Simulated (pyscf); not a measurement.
H₂N–Si(Cl)(Cl)–Cl (SMILES N[Si](Cl)(Cl)Cl) + NH₂• (SMILES [NH2]) -> •HN–Si(Cl)(Cl)–Cl (SMILES [NH][Si](Cl)(Cl)Cl) + NH₃ (SMILES N) (hydrogen abstraction; doublet surface; H–N broken, H–N formed). Optimised with ωB97X-D3(BJ)/def2-SVP in PySCF. Energies in kcal/mol from the separated reactants.

| level | barrier | reaction energy |
|---|---|---|
| PBE/def2-TZVP | -0.9 | +3.0 |
| r²SCAN/def2-TZVP | 3.3 | +4.8 |
| B3LYP-D3(BJ)/def2-TZVP | 5.2 | +4.8 |
| M06-2X/def2-TZVP | 10.2 | +5.9 |
| ωB97M-D3(BJ)/def2-TZVP | 10.1 | +5.4 |
| HF/def2-TZVP | 35.5 | +7.3 |

On the reactant side the descent ends in a complex, 6.4 kcal/mol under the separated species and 16.5 kcal/mol under the saddle at ωB97X-D3(BJ)/def2-TZVP. At PBE the saddle lies under the separated reactants, which points to a path from their complex (located at ωB97X-D3(BJ) alone). At PBE, r²SCAN the saddle lies under the separated products, which points to a path from their complex (located at ωB97X-D3(BJ) alone), and parting the products costs more than the saddle. This is the saddle that the search found; another between the same sides may lie lower. The angle at the transferred H is 149°.
